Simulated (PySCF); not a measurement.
A geometry optimisation on FH, `F`.

Method: PBE/6-31+G* geometry optimisation, gas phase (PySCF 2.14.0). Start geometry: GFN2-xTB. The input is one job of a driver script: a line of settings, then coordinates in Å.

Input:
```
{"job": {"xc": "PBE", "basis": "6-31+G*", "grid": 1, "kind": "geom"}, "charge": 0, "multiplicity": 1}
F      0.467565    -0.002812    -0.002937
H     -0.464808     0.004081    -0.011212
```

Output:
```
step   0  E = -100.34363766  max force = 0.015235
step   1  E = -100.34383855  max force = 0.001085
step   2  E = -100.34383999  max force = 0.000171
optimisation converged
```

Energies in Eh; «max force» is the largest Cartesian gradient component in Eh/bohr.

Question: Give the first gradient maximum in eV/Å.

Answer: With 1 Eh/bohr = 51.422 eV/Å, 0.783 eV/Å.

Main results: final energy -100.34384 Eh after 2 steps; dipole 2.01 D.

Time: 0.62 s of wall time; peak memory 0.22 GiB. Hardware: one thread of an Arm Neoverse V1, shared host with 32 logical CPUs at a one-minute load of 10.
Labels such as C1 count atoms from 1, the log's own numbers from 0.
